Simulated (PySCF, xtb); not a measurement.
C2H5O, SMILES CC[O] (connectivity only; charge and spin as stated), charge -1, multiplicity 1.

Harmonic wavenumbers (cm⁻¹) from GFN2-xTB (xtb 6.7.1) at its own minimum, in rising order: 221, 426, 779, 817, 997, 1137, 1235, 1294, 1341, 1388, 1504, 1509, 1522, 1982, 2238, 2920, 2984, 2993.

Task: What does PySCF 2.14.0 with PBE-D3(BJ)/def2-SVPD give at its own minimum? (Estimate from the structure and the level; the computed values follow.)

Result: 269, 416, 743, 803, 996, 1110, 1199, 1207, 1252, 1312, 1365, 1379, 1409, 2384, 2463, 2866, 2967, 2995. Paired by order, the mean absolute difference is 84 cm⁻¹ and the zero-point energies are 39.0 and 38.8 kcal/mol.
